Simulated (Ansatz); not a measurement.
A (111) slab of Al (Fm-3m (No. 225)), 5 planes, outer planes Al (top) and Al (bottom), with 5 atoms (Al5) in a surface cell of A = 6.872 Å², as cut from the bulk:

```xyz
5
Lattice="2.8168 0.0000 0.0000 -1.4084 2.4395 0.0000 0.0000 0.0000 24.1998" Properties=species:S:1:pos:R:3 pbc="T T T"
Al    1.4084    0.8132    7.5000
Al    0.0000    1.6263    9.7999
Al    0.0000    0.0000   12.0999
Al    1.4084    0.8132   14.3998
Al    0.0000    1.6263   16.6998
```

The calculation used Ansatz 0.2.0, DFT LDA, scalar-relativistic, plane waves, PAW. Settings: cutoff 420 eV, Γ-centred mesh 12×12×1 on the computed 5-atom cell, Gaussian smearing of 0.10 eV; no spin polarisation.

Against the same 5 atoms in the bulk, the slab as cut lies 0.854 eV higher and the relaxed slab 0.850 eV higher.

Problem. Work out the surface energy before and after relaxation.

Solution. The slab has two faces, so γ = (E_slab − N·E_bulk)/(2A), the mean of both. As cut: 0.854/(2 × 6.872) = 0.0621 eV/Å², and 1 eV/Å² = 16.02 J/m², so γ = 1.00 J/m². Relaxed: 0.850/(2 × 6.872) = 0.0618 eV/Å² = 0.99 J/m². Relaxation recovers 0.5 % of the cost of cutting.

Problem. A cut through this plane breaks about 3 nearest-neighbour bonds a surface cell. What does each broken bond cost, before relaxation?

Solution. One cut makes two faces and costs 2γA = 0.854 eV, shared by 3 bonds: 0.28 eV a bond. In a metal this is less than the cohesive energy a bond, since the bonds that remain at the surface strengthen.

Problem. What is the ideal work of this cut, per area?

Solution. Griffith's ideal work is 2γ: 1.99 J/m² if the new faces stay rigid, 1.98 J/m² if they relax. One thickness was run, 5 planes, so γ can still shift with it.